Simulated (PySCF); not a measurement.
Gas-phase reaction: 3 Al + 2 SF₄ = 3 AlF₂ + 2 SF

Method: PySCF energies (xtb for GFN2) plus ideal-gas RRHO corrections (1 bar). Table values come from the NASA 1993 polynomials. After a fit of one offset per element over all species, the range-separated, M06-2X, PBE0/def2-QZVP and CCSD(T)/def2-TZVPP enthalpies, where run, lie to one side of the table for AlF₂ (+60 kJ/mol): a fault of the table's entry, another state or a shared error of the levels is possible; this was not checked at source. S°(298 K) at PBE0/def2-TZVP differs from the NASA 1993 table for SF₄ (-5 J/mol/K); whether the harmonic model or the table's entry is off was not settled. † marks an energy on the PBE0/def2-TZVP geometry and frequencies; other levels use their own. Open shells (unrestricted): Al (multiplicity 2, electronic degeneracy 6), AlF₂ (multiplicity 2), SF (multiplicity 2, electronic degeneracy 4); the rest are closed-shell singlets. GFN2 has no spin-polarisation term. Spin-orbit splitting is ignored; it lowers the true energy and changes the entropy of Al, SF. B3LYP is the form with VWN-RPA correlation. For this reaction the table lies outside the span of B3LYP, CCSD(T), M06-2X, MP2, PBE0, r2SCAN, ωB97M-V, ωB97X-V in their largest bases here; which side is off was not settled. The harmonic model lacks anharmonicity and excited electronic states, which grow with temperature; levels with a mode under 35 cm⁻¹ are left out. The table's entry may be an old estimate for SF₄, AlF₂, SF (not checked at source).

```csv
level,"ΔH°(298 K), kJ",minus table,"ΔG°(800 K), kJ"
table,-1520.5,-,-1635.5
B3LYP/def2-TZVP†,-1341.7,178.8,-1470.3
BLYP/def2-TZVP†,-1305.7,214.8,-1434.4
GFN2-xTB,-1481.0,39.5,-1594.8
M06-2X/def2-TZVP†,-1380.1,140.4,-1508.8
PBE0/def2-QZVP†,-1282.8,237.7,-1411.4
PBE0/def2-SVP†,-1383.6,136.9,-1512.3
LDA/def2-TZVP†,-1095.4,425.1,-1224.0
ωB97X-V/def2-TZVP†,-1308.4,212.1,-1437.1
```
